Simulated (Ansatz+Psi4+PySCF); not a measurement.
```yaml
atoms:
  - { symbol: N, position_ang: [0.0000, 0.0000, 0.6780] }
  - { symbol: N, position_ang: [0.0000, 0.0000, -0.6780] }
```

Basis set: cc-pVTZ (spherical functions). Correlated methods keep 2 orbitals frozen. Charge 0, multiplicity 1.

Computed with Ansatz (development build ahead of 0.2.0); each method stands on the lowest determinant of its kind that the runs found. Restricted open shells among the atoms or ions are ROHF, correlated in semicanonical orbitals with singles.

Give the atomization energy at this shape (free ground-state atoms in the same class of orbitals less the molecule, no zero-point energy) of singlet N2 by RHF-MP2, RHF-CCSD(T), RHF-CCSD.

```tsv
method	atomization energy
RHF-MP2	775.7 kJ/mol
RHF-CCSD(T)	662.1 kJ/mol
RHF-CCSD	593.1 kJ/mol
```

Caution: large share of triples, a single reference is doubtful; stretched shape with no unrestricted run beside it, a lower state can exist; the shape is not the minimum; unrestricted orbitals would lower the determinant. Caution for RHF-CCSD(T), RHF-CCSD: the program doubts this total.
